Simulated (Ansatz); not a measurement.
# CHCl2F (dichlorofluoromethane) at 6 levels

We compute a comparison of 6 runs (r2SCAN/def2-SVPD, r2SCAN0/def2-SVPD, revPBE/def2-SVPD, wB97M-V/def2-SVPD, RPA@PBE0/def2-SVPD, MP2/def2-SVPD) of CHCl2F (dichlorofluoromethane). 

The results are computed with Ansatz 0.2.0.

78 further runs of the same task are left out: 78 set aside as unsound or not needed.

**1. The molecule**

CHCl2F has 5 atoms, charge 0, and is taken as a singlet. SMILES: `FC(Cl)Cl`. The F1–C2 distance was set to 2.011 Å, away from the relaxed value. At this shape a bond of the SMILES string is far longer than usual.

Bond lengths: C2–Cl3 1.759 Å, C2–Cl4 1.759 Å, C2–H5 1.088 Å. Angles: Cl3–C2–Cl4 111.6°, Cl3–C2–H5 108.4°, Cl4–C2–H5 108.4°. A long bond or contact: F1–C2 2.011 Å.

**2. The energy at r2SCAN/def2-SVPD (run 1)**

The input, input.yaml:

```yaml
crystal:
  periodic: [false, false, false]
  atoms:
    - {symbol: F, position_ang: [-0.889116, 0.149051, 1.830283]}
    - {symbol: C, position_ang: [0.006400, 0.099400, 0.030700]}
    - {symbol: Cl, position_ang: [1.459900, -0.886800, 0.126900]}
    - {symbol: Cl, position_ang: [-1.120400, -0.525200, -1.167100]}
    - {symbol: H, position_ang: [0.294600, 1.106400, -0.262500]}
basis:
  gaussian:
    orbitals: def2-SVPD
accuracy: high
hamiltonian:
  xc: r2scan
output: {orbitals: {seedname: orbitals}}
```

Run with:

```bash
$ ansatz run input.yaml --threads 1 --pin off --max-ram 3480MiB --events-out events.jsonl --progress --plain --runs-dir runs
```

The program printed:

```text
Warning: RAYON_NUM_THREADS=1 ignored (pool sized by the plan → 1); use --threads N
Functional definition: r2SCAN
  name "r2SCAN"
  parameter k0 = 0.174
  parameter k1 = 0.065
  parameter a1 = 4.9479
  exchange = r2scan_x(k0 = k0, k1 = k1, a1 = a1)
  correlation = r2scan_c
2050 factors; integrals over basis functions are off by at most 3.1e-9 eV
mean field evaluation 1: about -28795.1511 eV, gradient 4.3e1 eV
mean field evaluation 2: about -28523.7059 eV, gradient 2.3e2 eV
mean field evaluation 4: about -28797.6412 eV, gradient 2.5e1 eV
mean field evaluation 8: about -28799.2196 eV, gradient 4.6e-1 eV
mean field evaluation 16: about -28799.2187 eV, gradient 8.7e-5 eV
mean field -28799.21866716 eV, -1058.3517652068 hartree, gradient 5.4e-8 eV, S^2 0.000000; 0 other end points of the search recorded, 0 dependent functions left out
reference -28799.21866808 eV, -1058.3517652404 hartree; 25, 25 occupied and 80, 80 virtual orbitals, 2050 factors
Total energy: -28799.21866808 eV, -1058.3517652404 hartree
```

Run time: 12 s. Hardware: 1 thread of Arm Neoverse V2, shared host; peak memory 0.31 GiB.

**3. A single-point energy at r2SCAN0/def2-SVPD (run 2)**

The input, input.yaml:

```yaml
basis:
  gaussian: {orbitals: def2-SVPD}
crystal:
  periodic: [false, false, false]
  atoms:
    - symbol: F
      position_ang: [-0.889116, 0.149051, 1.830283]
    - symbol: C
      position_ang: [0.006400, 0.099400, 0.030700]
    - symbol: Cl
      position_ang: [1.459900, -0.886800, 0.126900]
    - symbol: Cl
      position_ang: [-1.120400, -0.525200, -1.167100]
    - symbol: H
      position_ang: [0.294600, 1.106400, -0.262500]
output: {orbitals: {seedname: orbitals}}
hamiltonian: {xc: {name: r2SCAN0}}
accuracy: high
magnetization: {spin_polarized: false, initial_magnetization: 0}
```

Run with:

```bash
$ ansatz run input.yaml --threads 1 --pin off --max-ram 3480MiB --events-out events.jsonl --progress --plain --runs-dir runs
```

The program printed:

```text
Warning: RAYON_NUM_THREADS=1 ignored (pool sized by the plan → 1); use --threads N
Functional definition: r2SCAN0
  name "r2SCAN0"
  parameter a = 0.25
  parameter k0 = 0.174
  parameter k1 = 0.065
  parameter a1 = 4.9479
  exchange = (1 - a)*r2scan_x(k0 = k0, k1 = k1, a1 = a1) + a*exact_x
  correlation = r2scan_c
2050 factors; integrals over basis functions are off by at most 3.1e-9 eV
mean field evaluation 1: about -28794.2504 eV, gradient 4.1e1 eV
mean field evaluation 2: about -28721.9706 eV, gradient 1.9e2 eV
mean field evaluation 4: about -28797.8293 eV, gradient 7.3e0 eV
mean field evaluation 8: about -28798.0620 eV, gradient 1.0e0 eV
mean field evaluation 16: about -28798.0646 eV, gradient 1.9e-4 eV
mean field -28798.06460520 eV, -1058.3093542120 hartree, gradient 2.4e-8 eV, S^2 0.000000; 0 other end points of the search recorded, 0 dependent functions left out
reference -28798.06460595 eV, -1058.3093542395 hartree; 25, 25 occupied and 80, 80 virtual orbitals, 2050 factors
Total energy: -28798.06460595 eV, -1058.3093542395 hartree
```

Run time: 15 s. Hardware: 1 thread of Arm Neoverse V2, shared host; peak memory 0.4 GiB.

Runs 3 to 5 aren't shown in full; the table further down has their settings and results.

**4. The energy at MP2/def2-SVPD (run 6)**

The input, in.yaml:

```yaml
crystal:
  periodic: [false, false, false]
  atoms:
    - {symbol: F, position_ang: [-0.889116, 0.149051, 1.830283]}
    - {symbol: C, position_ang: [0.006400, 0.099400, 0.030700]}
    - {symbol: Cl, position_ang: [1.459900, -0.886800, 0.126900]}
    - {symbol: Cl, position_ang: [-1.120400, -0.525200, -1.167100]}
    - {symbol: H, position_ang: [0.294600, 1.106400, -0.262500]}
basis:
  gaussian: {orbitals: def2-SVPD}
correlation: {method: mp2, frozen_orbitals: {C: 1, Cl: 5, F: 1, H: 0}}
accuracy: high
```

Run with:

```bash
$ ansatz run in.yaml --threads 1 --pin off --max-ram 3480MiB --events-out events.jsonl --progress --plain --runs-dir runs
```

The program printed:

```text
Warning: RAYON_NUM_THREADS=1 ignored (pool sized by the plan → 1); use --threads N
Functional definition: HF
  name "HF"
  exchange = exact_x
  correlation = 0
2050 factors; integrals over basis functions are off by at most 3.1e-9 eV
mean field evaluation 1: about -28739.6995 eV, gradient 4.5e1 eV
mean field evaluation 2: about -28739.7857 eV, gradient 4.5e1 eV
mean field evaluation 4: about -28744.8464 eV, gradient 4.0e0 eV
mean field evaluation 8: about -28744.9752 eV, gradient 7.8e-1 eV
mean field evaluation 16: about -28744.9813 eV, gradient 3.5e-7 eV
mean field -28744.98134685 eV, -1056.3585804487 hartree, gradient 1.4e-8 eV, S^2 0.000000; 0 other end points of the search recorded, 0 dependent functions left out; unrestricted orbitals would lower it
12 core orbitals not correlated: weight in the atoms' cores, before any rotation towards them, 1.000 or more for the frozen orbitals, at most 0.000 for the correlated occupied ones
reference -28744.98134685 eV, -1056.3585804487 hartree; 13, 13 occupied and 80, 80 virtual orbitals, 2050 factors
second order -18.06207927 eV of doubles, -0.00000000 eV of singles
Total energy: -28763.04342612 eV, -1057.0223496189 hartree
```

It took 4.5 s on 1 thread of Arm Neoverse V2, shared host; peak memory 0.31 GiB.

**5. All runs side by side**

```
run               level  frozen core orbitals   energy (Eh)  HOMO energy (eV)  LUMO energy (eV)  HOMO–LUMO gap (eV)  wall time
  1    r2SCAN/def2-SVPD                     –  -1058.351765             -8.30             -4.80                3.50       12 s
  2   r2SCAN0/def2-SVPD                     –  -1058.309354            -10.15             -3.92                6.23       15 s
  3    revPBE/def2-SVPD                     –  -1058.278665             -7.76             -4.81                2.95      5.4 s
  4   wB97M-V/def2-SVPD                     –  -1058.384829            -12.25             -1.80               10.45       60 s
  5  RPA@PBE0/def2-SVPD                    12  -1057.261287                 –                 –                   –       13 s
  6       MP2/def2-SVPD                    12  -1057.022350                 –                 –                   –      4.5 s
```

**6. Results**

| quantity | value |
| --- | --- |
| run 6: total energy | -1057.02235 Eh |
| run 6: correlation energy (12 core orbitals frozen) | -663.8 mEh |

In words: Over runs 1, 2, 3, 4 the HOMO–LUMO gap runs from 2.95 eV (revPBE/def2-SVPD) to 10.45 eV (wB97M-V/def2-SVPD). Totals of different functionals can't be ranked against each other. In run 6 the log says that unrestricted orbitals would lower the reference, so the values rest on an unstable closed-shell determinant (other closed-shell runs at this shape may share the fault). All runs together took 1.8 min, the longest 60 s.
